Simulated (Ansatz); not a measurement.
C₃H₅NO₂ (`C/N=C(/O)C=O`). The species carries charge 0 and has multiplicity 1. The geometry is a stationary point of PBE0-D4/def2-TZVP. It is one conformer, not always the lowest.

```xyz
11

C    -1.407    0.443   -0.662
N    -0.536   -0.687   -0.449
C     0.557   -0.597    0.165
O     1.344   -1.678    0.344
C     1.201    0.608    0.792
O     0.712    1.702    0.779
H    -2.281    0.103   -1.217
H    -0.917    1.238   -1.231
H    -1.740    0.888    0.280
H     0.889   -2.422   -0.075
H     2.177    0.402    1.274
```

Task: What is the dipole moment at ωB97M-V/def2-TZVPP? (Estimate.)

Result: Computed: 1.18 D, with components (0.28, -1.14, -0.11) D in this frame, pointing from negative to positive charge.

Task: And with PBE, r2SCAN, B3LYP? (An estimate is asked.)

Result: Computed: PBE 1.20 D, r2SCAN 1.25 D, B3LYP 1.21 D.

Task: Give the Mulliken charges with ωB97M-V, B3LYP, r2SCAN in def2-TZVPP. (An estimate is asked.)

Result: Ansatz gave: 
| atom | ωB97M-V | B3LYP | r2SCAN |
| --- | --- | --- | --- |
| C1 | -0.24 | -0.15 | -0.01 |
| N2 | -0.22 | -0.21 | -0.27 |
| C3 | 0.20 | 0.16 | 0.23 |
| O4 | -0.28 | -0.28 | -0.30 |
| C5 | 0.11 | 0.10 | 0.16 |
| O6 | -0.25 | -0.24 | -0.27 |
| H7 | 0.12 | 0.11 | 0.05 |
| H8 | 0.13 | 0.11 | 0.07 |
| H9 | 0.13 | 0.11 | 0.07 |
| H10 | 0.20 | 0.21 | 0.22 |
| H11 | 0.11 | 0.10 | 0.06 |

B3LYP here is the variant with VWN-RPA as its local correlation; programs differ in this.
